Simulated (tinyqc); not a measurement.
Inside a calculation. Method: extended Hueckel theory, for H3O+. The parameters take no account of the charge, which enters only through the electron count. One step of it, computed by the program tinyqc.

Problem. Mulliken analysis. P = C n C^T; charge = valence electrons (O 6, H 1) minus the sum of (P S)_ii on the atom; overlap population = 2 sum P_ij S_ij between two atoms.

coefficients:
```
              MO1        MO2        MO3        MO4        MO5        MO6        MO7
1O 2s    0.742498   0.000000  -0.000045   0.076390   0.000000   0.000399   1.128990
1O 2px  -0.000020   0.000000   0.683580   0.000027   0.000000  -0.944553   0.000623
1O 2py   0.000000   0.683526   0.000000   0.000000   0.944552   0.000000   0.000000
1O 2pz   0.014741   0.000000  -0.000023   0.991411   0.000000  -0.000066  -0.208901
2H 1s    0.166775   0.000000   0.414529  -0.028690   0.000000   0.968725  -0.651914
3H 1s    0.166709   0.359045  -0.207312  -0.028704  -0.839073  -0.484829  -0.650976
4H 1s    0.166709  -0.359045  -0.207312  -0.028704   0.839073  -0.484829  -0.650976
```

occupations: 2.000000  2.000000  2.000000  2.000000  0.000000  0.000000  0.000000

overlap S:
```
           1O 2s     1O 2px     1O 2py     1O 2pz      2H 1s      3H 1s      4H 1s
1O 2s   1.000000   0.000000   0.000000   0.000000   0.451879   0.451726   0.451726
1O 2px  0.000000   1.000000   0.000000   0.000000   0.379287  -0.189554  -0.189554
1O 2py  0.000000   0.000000   1.000000   0.000000   0.000000   0.328427  -0.328427
1O 2pz  0.000000   0.000000   0.000000   1.000000  -0.081048  -0.081009  -0.081009
2H 1s   0.451879   0.379287   0.000000  -0.081048   1.000000   0.184122   0.184122
3H 1s   0.451726  -0.189554   0.328427  -0.081009   0.184122   1.000000   0.184000
4H 1s   0.451726  -0.189554  -0.328427  -0.081009   0.184122   0.184000   1.000000
```

Give: charges; Overlap populations.

Solution.

charges: 1O 0.0634, 2H 0.3122, 3H 0.3122, 4H 0.3122

Overlap populations:

| pair | value |
|---|---|
| 2-1 | 0.658155 |
| 3-1 | 0.657998 |
| 3-2 | -0.042208 |
| 4-1 | 0.657998 |
| 4-2 | -0.042208 |
| 4-3 | -0.042187 |
